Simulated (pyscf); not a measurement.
Four-centre exchange: Cl–InH–Cl + H₂S -> hydrogen chloride (HCl) + HS–InH–Cl

Gas phase, singlet surface, charge 0. Bonds broken: Cl1–In2, S5–H6. Bonds formed: Cl1–H6, In2–S5. Optimised with ωB97X-D3(BJ)/def2-SVP in PySCF.

Transition state (Å):

```xyz
7

Cl    -0.3120     1.1571     1.7941
In    -1.8626    -0.0430     0.0379
Cl    -1.5026    -2.3160     0.4471
H     -3.3554     0.7576    -0.0447
S      0.1437     0.6950    -1.2754
H      0.2738     1.1311     0.4304
H      0.7388    -0.5068    -1.1273
```

One imaginary mode, 573i cm⁻¹; descent along it reached the two sides named, in the forms told below.

```csv
bond,change,reactant side (Å),saddle,product side
Cl1–In2,breaks,2.361,2.6,2.8
S5–H6,breaks,1.350,1.765,2.408
Cl1–H6,forms,2.8,1.484,1.309
In2–S5,forms,2.7,2.509,2.419
```

Electronic energies relative to the separated reactants (kcal/mol):

```tsv
level	barrier	reaction energy	reverse barrier
ωB97X-D3(BJ)/def2-TZVP	-1.5	+5.0	-6.6
PBE/def2-TZVP	-2.1	+4.9	-6.9
r²SCAN/def2-TZVP	-2.4	+5.5	-7.9
B3LYP-D3(BJ)/def2-TZVP	0.7	+5.8	-5.1
PBE0-D3(BJ)/def2-TZVP	-2.0	+5.0	-7.0
M06-2X/def2-TZVP	1.4	+6.7	-5.3
ωB97M-D3(BJ)/def2-TZVP	3.4	+6.0	-2.6
HF/def2-TZVP	19.9	+9.2	10.7
```

With ωB97M-D3(BJ)/def2-TZVP energies and thermal terms (ideal gas, 1 atm, RRHO with modes under 100 cm⁻¹ raised to 100, one conformer, R ln 2 for chiral ones without a mode under 150 cm⁻¹), in kcal/mol:

| T (K) | ΔH‡ | ΔG‡ | ΔH | ΔG |
|---|---|---|---|---|
| 298 | 2.2 | 13.3 | +6.1 | +6.4 |
| 600 | 2.7 | 24.4 | +6.5 | +6.5 |
| 900 | 3.6 | 35.1 | +6.9 | +6.4 |
| 1200 | 4.4 | 45.5 | +7.3 | +6.2 |

On the reactant side the descent ends in an adduct with a In–S contact, 18.4 kcal/mol under the separated species and 16.8 kcal/mol under the saddle at ωB97X-D3(BJ)/def2-TZVP. On the product side the descent ends in an adduct with a Cl–In contact, 9.1 kcal/mol under the separated species and 2.6 kcal/mol under the saddle at ωB97X-D3(BJ)/def2-TZVP. At ωB97X-D3(BJ)/def2-TZVP, PBE, r²SCAN, PBE0-D3(BJ) the saddle lies under the separated reactants, which points to a path from their complex (located at ωB97X-D3(BJ) alone). At ωB97X-D3(BJ)/def2-TZVP, PBE, r²SCAN, B3LYP-D3(BJ), PBE0-D3(BJ), M06-2X, ωB97M-D3(BJ) the saddle lies under the separated products, which points to a path from their complex (located at ωB97X-D3(BJ) alone), and parting the products costs more than the saddle. What is counted as formed (In–S) is already present as a longer contact in the reactant adduct; forming that adduct is a step of its own. What is counted as broken (Cl–In) persists as a longer contact in the product adduct; parting that adduct is a step of its own. One saddle was located; it need not be the lowest between these sides. Elements past Kr carry the def2 core potentials, without spin-orbit coupling.
